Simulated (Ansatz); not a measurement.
Calculated with Ansatz (gas phase, PBE0-D4/def2-TZVP geometries, no zero-point term in ΔE). CCSD(T)/CBS is extrapolated from def2-TZVPP and def2-QZVPP, frozen cores. Functionals use def2-TZVPP. B3LYP here is the variant with VWN-RPA as its local correlation; programs differ in this. Open shells (•) are unrestricted, without spin–orbit coupling. One conformer a species, not always the lowest.

`FBS` + `[OH]`• → `F[B]S`• + H₂O  (hydrogen abstraction from a B–H bond)

```tsv
level	ΔE (kJ/mol)
B3LYP-D4	-57.6
CAM-B3LYP-D4	-57.7
B2PLYP	-60.5
PBE	-82.0
LC-ωPBE	-66.5
SCS-MP2/def2-QZVPP	-68.4
CCSD(T)/def2-QZVPP	-63.7
CCSD/CBS(def2)	-59.5
```

Question: What does CCSD(T)/CBS give? (Best estimate.)

Answer: The calculation gave: -67.2 kJ/mol. The listed levels differ from it by 9.6, 9.5, 6.7, -14.8, 0.7, -1.2, 3.5, 7.7 kJ/mol.

Largest T1 diagnostic among the species: 0.017.

In def2-TZVPP, CCSD(T) changes the Hartree–Fock value by −61.8 kJ/mol (the triples alone add −6.4 kJ/mol) and MP2 by −84.9 kJ/mol. At CCSD(T), def2-SVP lies +28.3 kJ/mol from the extrapolated value and def2-TZVPP +9.3 kJ/mol. From PBE to PBE0 (25 % exact exchange), in def2-TZVPP and without D4, ΔE moves by +16.3 kJ/mol.
